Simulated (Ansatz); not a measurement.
Mulliken charges of C$_{2}$H$_{2}$FN (`N=C=CF`) from B3LYP/def2-TZVPP in Ansatz (PBE0-D4/def2-TZVP geometry).

```json
{"atom": "N1", "x (Å)": "-0.138", "y (Å)": "1.303", "z (Å)": "-0.925", "charge (e)": "-0.178"}
{"atom": "C2", "x (Å)": "0.006", "y (Å)": "0.329", "z (Å)": "-0.203", "charge (e)": "0.041"}
{"atom": "C3", "x (Å)": "0.258", "y (Å)": "-0.631", "z (Å)": "0.651", "charge (e)": "0.040"}
{"atom": "F4", "x (Å)": "1.008", "y (Å)": "-1.693", "z (Å)": "0.308", "charge (e)": "-0.204"}
{"atom": "H5", "x (Å)": "-0.957", "y (Å)": "1.270", "z (Å)": "-1.534", "charge (e)": "0.185"}
{"atom": "H6", "x (Å)": "-0.135", "y (Å)": "-0.642", "z (Å)": "1.657", "charge (e)": "0.117"}
```

**Question.** By hand: the dipole of these point charges (1 e Å = 4.8032 D).

**Answer.** Σ q r = (-0.363, 0.262, 0.030) e Å, of length 0.449 e Å = 2.16 D.

**Question.** How does the dipole of the full density compare? (Estimate.)

**Answer.** The calculation gave: (-0.399, 0.053, 0.018) e Å, 1.94 D; the point charges give 1.11 times that, at 28° from its direction.

Point charges leave out the atoms' own dipoles, such as those of lone pairs, and Mulliken's split depends on the basis, so the two needn't agree.

B3LYP here is the variant with VWN-RPA as its local correlation; programs differ in this.
